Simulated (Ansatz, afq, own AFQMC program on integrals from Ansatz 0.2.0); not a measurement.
Two steps: Ansatz 0.2.0 writes the Fock matrix and Cholesky factors of the valence space, and afq projects on them the lowest state that overlaps trial and start.

```yaml
crystal:
  periodic: [false, false, false]
  atoms:
    - {symbol: Si, position_ang: [0.002964, -0.005022, 0.000012]}
    - {symbol: H, position_ang: [1.474907, 0.009207, -0.000084]}
    - {symbol: H, position_ang: [-0.836827, 1.417597, -0.003249]}
    - {symbol: H, position_ang: [-0.720684, -1.286873, 0.003013]}
basis:
  gaussian: {orbitals: cc-pVDZ}
total_charge: 1
magnetization: {spin_polarized: false}
correlation: {method: ccsd_t, electrons: outside_noble_gas, hamiltonian_folder: ham}
```

```sh
$ ansatz run in.yaml --threads 1 --pin off --events-out ev --progress --plain --max-ram 24576MiB --backend cuda --devices 0, --max-vram 18GiB
```

afq runs on the folder ham with

```
--method phaseless --trial cisd --walkers 4000 --populations 20 --least-time 60 --time-step 0.005 --steps-per-block 50 --equilibration-blocks 28 --max-blocks 4000 --target-error 0.00015 --factor-cut 1e-05 --seed 5895 --release-times 0.24,0.51,0.99,1.62,2.4 --release-step 0.03 --release-every 3 --taylor-order 6
```

Times are imaginary, in 1/Eh. The walk had a cap of 122 s. With eight or more populations the least sampling time is a fifth of least-time, and the error comes from their spread.

Output of the walk:

```
orbitals 28  electrons 3 3  factors 199 of 312
reference energy -290.33607594 Eh
CCSD correlation -0.11024923 Eh in 8 cycles, weight of the determinant in the CISD state 0.9335
energy of the start -290.446327 Eh
 block  time / (1/Eh)  mean weight  energy / Eh
     1     0.250  0.9999  -290.445664
     2     0.500  0.9999  -290.445976
     3     0.750  1.0001  -290.446445
     4     1.000  1.0001  -290.446907
     5     1.250  0.9999  -290.447213
    12     3.000  0.9999  -290.448337
    19     4.750  0.9996  -290.448260
    26     6.500  1.0000  -290.448606
    33     8.250  1.0001  -290.448569
    40    10.000  1.0001  -290.448405
    47    11.750  1.0001  -290.448744
    52    13.000  1.0001  -290.448840
    54    13.500  1.0000  -290.448506
    61    15.250  1.0000  -290.448241
    68    17.000  1.0002  -290.448549
    75    18.750  0.9999  -290.448528
    78    19.500  1.0001  -290.448748
error from the spread of 20 populations
released: time / (1/Eh)  energy / Eh  error  mean overlap
  0.24  -290.448546  0.000043  0.9988
  0.51  -290.448586  0.000032  0.9982
  0.99  -290.448619  0.000026  0.9986
  1.62  -290.448614  0.000028  0.9961
  2.40  -290.448636  0.000034  0.9937
energy -290.448534 +/- 0.000047 Eh
(rows thinned)
```

The run passed its tests (sampling time, drift between the halves within three errors, error under three times the target), which doesn't prove that it has relaxed.

Against this walk (error 1.3 meV) on the same determinant: CCSD(T) 13.7 meV higher, CCSDT(Q) 2.0 meV lower (within the noise), CCSDTQ 2.4 meV lower (within the noise), full CI 2.4 meV lower (within the noise). The error is statistical and leaves out the bias of the constraint. Released to 2.40 1/Eh the energy moves by -2.8 ± 1.6 meV (both errors), within twice the noise.

Cautions: constraint bias not in the error.

The walk took 30 s on 1 × NVIDIA H100 80GB HBM3 with 2 threads of AMD EPYC 7R13 Processor (Zen 3), with other jobs on the host (the card was shared). The log's last line is the phaseless energy.

CCSDT and higher add their correlation energy to the determinant of the CCSD(T) run, since their own runs factorise the integrals more tightly (a shift of under 2 meV). A walk keeps the symmetry of its determinant, which the program's search chose and which needn't be the lowest solution, so a lower state of the same spin and another symmetry isn't excluded.
